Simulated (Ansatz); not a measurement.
Geometry optimisation, RKS PBE-D4/def2-SVP in Ansatz 0.2.0.

input.yaml

```yaml
crystal:
  periodic: [false, false, false]
  atoms:
    - { symbol: O, position_ang: [0.3752, -1.84676, 1.20956] }
    - { symbol: C, position_ang: [0.14716, -0.80403, 0.58053] }
    - { symbol: C, position_ang: [-0.25708, 0.33311, 0.33346] }
    - { symbol: O, position_ang: [-0.33651, 1.33334, -0.66206] }
    - { symbol: H, position_ang: [0.07123, 0.98434, -1.46148] }
total_charge: -1
basis:
  gaussian: { orbitals: def2-SVP }
hamiltonian:
  xc: pbe
  dispersion: d4
relax:
  f_tol: 0.015
  max_steps: 40
```

Run as:

```bash
$ ansatz run input.yaml --threads 1 --pin off --max-ram 2048MiB --backend cpu --events-out ev --progress --plain --runs-dir out
```

Task: Where does it end, and by what steps?

Result: The forces met the threshold. Limits of this set-up: an anion without diffuse functions, the dipole of an ion depends on the origin. After 7 steps the energy has fallen by 0.205 eV; O1 moved furthest, 0.12 Å.

```json
{"step": "0", "energy less start (eV)": "0.0000", "largest force component (eV/Å)": "4.584", "accepted": "yes"}
{"step": "1", "energy less start (eV)": "-0.1638", "largest force component (eV/Å)": "0.687", "accepted": "yes"}
{"step": "2", "energy less start (eV)": "-0.1889", "largest force component (eV/Å)": "0.304", "accepted": "yes"}
{"step": "3", "energy less start (eV)": "-0.2026", "largest force component (eV/Å)": "0.279", "accepted": "yes"}
{"step": "4", "energy less start (eV)": "-0.2046", "largest force component (eV/Å)": "0.086", "accepted": "yes"}
{"step": "5", "energy less start (eV)": "-0.2047", "largest force component (eV/Å)": "0.090", "accepted": "yes"}
{"step": "6", "energy less start (eV)": "-0.2006", "largest force component (eV/Å)": "0.174", "accepted": "no"}
{"step": "7", "energy less start (eV)": "-0.2049", "largest force component (eV/Å)": "0.008", "accepted": "yes"}
```

```xyz
5
Properties=species:S:1:pos:R:3
O 0.424 -1.873 1.100
C 0.112 -0.766 0.636
C -0.315 0.423 0.389
O -0.327 1.333 -0.687
H 0.106 0.883 -1.439
```

Run time: 8 s on 1 thread of Arm Neoverse V2 (shared host), peak memory 0.1 GiB.
